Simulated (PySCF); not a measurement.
## First hyperpolarisability: `InChI=1S/C3H3ClO2/c4-3(6)1-2-5/h1-2,6H/p-1/b3-1+`, charge -1

Cartesian coordinates in Å; atom numbers follow the order of the lines, from 1:
```xyz
8

O    -1.7428    0.3717    0.5225
C    -0.7860    1.1450    0.4242
C     0.5766    0.7717    0.4343
C     1.6990    1.5807    0.3285
O     2.8774    1.3611    0.3264
Cl    1.2725    3.4613    0.1447
H    -0.9736    2.2314    0.3178
H     0.8057   -0.2852    0.5374
```

Total charge -1.

Method used: quadratic response CAM-B3LYP/aug-cc-pVTZ first hyperpolarisability, Taylor convention, gas phase (PySCF). Geometry: PBE0-D3(BJ)/def2-TZVP.

For a gas-phase anion, states above the detachment energy (about 3.2 eV, taken as minus the energy of the highest occupied orbital) lie in the continuum and depend on the basis.

Q: Give β for the processes computed.

A: In au, Taylor convention; the vector part is βᵢ = ⅓ Σⱼ (βᵢⱼⱼ + βⱼᵢⱼ + βⱼⱼᵢ):
```
                   process  λ (nm)  β vector norm  β HRS  depolarisation ratio
           static β(0;0,0)       ∞          207.5  100.2                  3.38
second harmonic β(−2ω;ω,ω)    1907          216.3  105.1                  3.37
         Pockels β(−ω;ω,0)    1907          210.4      –                     –
second harmonic β(−2ω;ω,ω)    1064          237.9  117.9                  3.31
         Pockels β(−ω;ω,0)    1064          217.0      –                     –
```

Q: Which lowest excitations and polarisabilities go with it?

A: S1 4.34 eV (f = 0.003); S2 4.56 eV (f = 0.000); S3 4.82 eV (f = 0.001); isotropic α 75.6 au static, 76.0 au at 1907 nm, 76.9 au at 1064 nm, 77.3 au at 953.5 nm, 81.5 au at 532 nm.
